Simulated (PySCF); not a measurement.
Complex of AlCl and hydrogen sulfide

The system is a cluster of AlCl and hydrogen sulfide, neutral, singlet.

```tsv
part	name	SMILES	atoms	charge	multiplicity
1	AlCl	[Al][Cl]	1–2	0	1
2	hydrogen sulfide	S	3–5	0	1
```

Z-matrix (Å and degrees, atoms numbered from 1):
```
Al
Cl  1 2.1840
S   1 3.1468  2 84.88
H   3 1.3430  1 85.35  2 41.63
H   3 1.3430  4 91.67  2 59.34
```

In these coordinates Al1···S3 is 3.147 Å. Part 2 is then moved rigidly along that line, all else held; at short range other atoms may come into contact.

The starting structure comes from a short search with a few starts; no frequency run checks that it is a minimum, and another way of binding may lie lower.

Computed with PySCF: CCSD(T)/aug-cc-pVDZ and MP2/aug-cc-pVTZ, aug-cc-pVQZ counterpoise interaction energy, frozen core, gas phase. Geometry: PBE0-D3(BJ)/def2-TZVPD.

Counterpoise energies in kJ/mol, cluster less the parts frozen as they stand in it; small is aug-cc-pVDZ, large aug-cc-pVQZ. Estimated limit: HF in aug-cc-pVQZ, MP2 correlation extrapolated as X⁻³ from aug-cc-pVTZ and aug-cc-pVQZ, and CCSD(T) less MP2 in aug-cc-pVDZ; it isn't the exact limit.

(1) How do the values run over the points 2.832, 2.990, 3.147, 3.304, 3.462, 3.934, 4.720, 6.294?

Results:

(1) 
```
Al1···S3 (Å)  HF large  MP2 large  SCS-MP2 large  CCSD(T) small  CCSD(T) limit est.
       2.832      20.7       -8.7           -1.9            6.0                -6.3
       2.990      11.7      -13.1           -7.3           -1.8               -10.9
       3.147       5.8      -14.8          -10.0           -6.2               -12.9
       3.304       1.9      -15.1          -11.1           -8.4               -13.4
       3.462      -0.5      -14.4          -11.2           -9.3               -13.1
       3.934      -3.2      -10.7           -9.0           -8.3               -10.0
       4.720      -2.7       -5.4           -4.7           -4.6                -5.0
       6.294      -1.0       -1.4           -1.3           -1.3                -1.3
```

The 8 runs took 13 min in all, one thread each of Arm Neoverse N1 on a shared host, launched as `OMP_NUM_THREADS=1 python cluster_run.py task.json out`.
